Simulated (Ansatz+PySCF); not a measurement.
Values are calculated unless marked as measured or tabulated.
This PySCF input gave a total energy of -83.47189 hartree.

```python
from pyscf import gto, scf, cc

mol = gto.M(atom="""
Li 0.039800 -0.027800 -1.500680
O -0.038450 0.029970 0.317520
H 0.032560 0.790070 0.887500
H -0.027960 -0.804870 0.899040
""", basis='def2-svp', charge=1, spin=0)
mf = scf.UHF(mol)
mf.kernel()
mycc = cc.CCSD(mf, frozen=1).run()
et = mycc.ccsd_t()
print(mf.e_tot, mycc.e_corr, et, mycc.e_tot + et)
```

Problem. Write an input for Ansatz with the same method and basis set.

Solution.

```yaml
crystal:
  periodic: [false, false, false]
  atoms:
    - { symbol: Li, position_ang: [0.0398, -0.0278, -1.50068] }
    - { symbol: O, position_ang: [-0.03845, 0.02997, 0.31752] }
    - { symbol: H, position_ang: [0.03256, 0.79007, 0.8875] }
    - { symbol: H, position_ang: [-0.02796, -0.80487, 0.89904] }
basis:
  gaussian: { orbitals: def2-SVP }
total_charge: 1
magnetization:
  spin_polarized: true
hamiltonian:
  xc: hf
correlation:
  method: ccsd_t
  frozen_orbitals: { H: 0, Li: 0, O: 1 }
scf:
  omitted_lower_state_checks: [stability, starts, atomic_configurations, cluster_reference, orbital_swaps, given_window_search, neighbouring_geometries, increment]
```

Ansatz (development build ahead of 0.2.0) gave -83.47189 hartree, 0.00 meV from the first.
